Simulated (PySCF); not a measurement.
Gas-phase reaction: 2 AlCl₃.H₂O + AlOH + 2 O + 2 AlCl₂ → 5 AlCl₂OH

Energies from PySCF, thermal terms from the rigid-rotor harmonic-oscillator model, ideal gas at 1 bar. S°(298 K) at PBE0/def2-TZVP differs from the NASA 1993 table for AlOH (+24 J/mol/K); whether the harmonic model or the table's entry is off was not settled. † marks an energy on the PBE0/def2-TZVP geometry and frequencies; other levels use their own. MP2 and CCSD(T) freeze the core. Open shells (unrestricted): O (multiplicity 3, electronic degeneracy 9), AlCl₂ (multiplicity 2); the rest are closed-shell singlets. Spin-orbit splitting is ignored; it lowers the true energy and changes the entropy of O. Adducts (AlCl₃.H₂O) have no counterpoise correction, and HF, PBE, BLYP, B3LYP and PBE0 lack dispersion. AlCl₃.H₂O, AlCl₂OH: computed as isolated molecules; such fragments, hydroxides, amides, oligomers or adducts are transient or little studied in the gas. MP2 isn't extrapolated to the basis-set limit; its ΔH°(298 K) is -1526.5 kJ in def2-SVP and -1658.7 kJ in def2-TZVPP. CCSD(T) isn't extrapolated to the basis-set limit; its ΔH°(298 K) is -1434.6 kJ in def2-SVP and -1563.6 kJ in def2-TZVPP. The harmonic model lacks anharmonicity and excited electronic states, which grow with temperature; levels with a mode under 35 cm⁻¹ are left out. Soft modes under 120 cm⁻¹ make the harmonic entropy rough for AlCl₃.H₂O, AlOH.

| level | ΔE electronic, kJ | ΔH°(298 K), kJ | ΔS°(298 K), J/K | ΔG°(800 K), kJ |
|---|---|---|---|---|
| CCSD(T)/def2-TZVPP† | -1571 | -1564 | -282 | -1335 |
| HF/def2-TZVP† | -1117 | -1109 | -282 | -880 |
| MP2/def2-SVP† | -1534 | -1526 | -282 | -1298 |
| MP2/def2-TZVPP† | -1667 | -1659 | -282 | -1430 |
| PBE/def2-SVP | -1542 | -1536 | -257 | -1329 |
| PBE/def2-TZVP† | -1600 | -1592 | -282 | -1364 |
| PBE0/def2-QZVP† | -1558 | -1550 | -282 | -1322 |
| PBE0/def2-SVP† | -1482 | -1474 | -282 | -1246 |
| PBE0/def2-TZVP | -1547 | -1539 | -282 | -1310 |
| LDA/def2-TZVP† | -1789 | -1781 | -282 | -1553 |
| ωB97M-V/def2-TZVP† | -1597 | -1589 | -282 | -1360 |
ΔH° is lowest at LDA/def2-TZVP† and highest at HF/def2-TZVP†. No reference value is set beside these.
